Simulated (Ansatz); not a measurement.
## CH6Si (methylsilane): methods side by side

CH6Si: 8 atoms, total charge 0, spin state singlet. SMILES: `C[SiH3]`. Geometry: relaxed at PBE0-D4/def2-TZVP.

| atom | x (Å) | y (Å) | z (Å) |
| --- | --- | --- | --- |
| C | -0.1815 | 0.2397 | -0.9403 |
| Si | 0.1624 | -0.2145 | 0.8415 |
| H | -1.2405 | 0.1125 | -1.1756 |
| H | 0.3955 | -0.3914 | -1.6198 |
| H | 0.0866 | 1.2807 | -1.1339 |
| H | -0.6250 | 0.6462 | 1.7654 |
| H | 1.6056 | -0.0400 | 1.1599 |
| H | -0.2031 | -1.6332 | 1.1028 |

Each level gives the energy change with the C1–H5 bond stretched from 1.092 to 1.638 Å (eV). The values are calculated.

| level | kind | program | value (eV) | less FCI/STO-3G |
| --- | --- | --- | --- | --- |
| HF/STO-3G (restricted) | Hartree–Fock | Ansatz | 3.42 | +0.97 |
| PBE/STO-3G (restricted) | GGA | Ansatz | 2.52 | +0.07 |
| r2SCAN/STO-3G (restricted) | meta-GGA | Ansatz | 2.70 | +0.25 |
| B3LYP/STO-3G (restricted) | global hybrid | Ansatz | 2.67 | +0.22 |
| BHLYP/STO-3G (restricted) | global hybrid | Ansatz | 3.02 | +0.57 |
| PBE0/STO-3G (restricted) | global hybrid | Ansatz | 2.81 | +0.36 |
| RPA@PBE/STO-3G (restricted) | RPA | Ansatz | 2.43 | -0.02 |
| MP2/STO-3G (restricted) | perturbation theory | Ansatz | 2.80 | +0.35 |
| CCSDT(Q)/STO-3G (restricted) | coupled cluster or CI | Ansatz | 2.45 | 0.00 |
| FCI/STO-3G | exact in the basis | Ansatz | 2.45 | 0.00 |

FCI/STO-3G is exact within its basis and frozen core, so for wave-function methods in that basis the difference is their error; functionals converge differently with the basis, so for them it is only a difference. A spin-restricted reference rises too steeply as a bond breaks; here HF/STO-3G, BHLYP/STO-3G lie well above the multireference or unrestricted value. The first shape isn't each level's own minimum. The values span 2.43 to 3.42 eV. All rows use very small basis sets, so none should be taken for the real molecule's value.
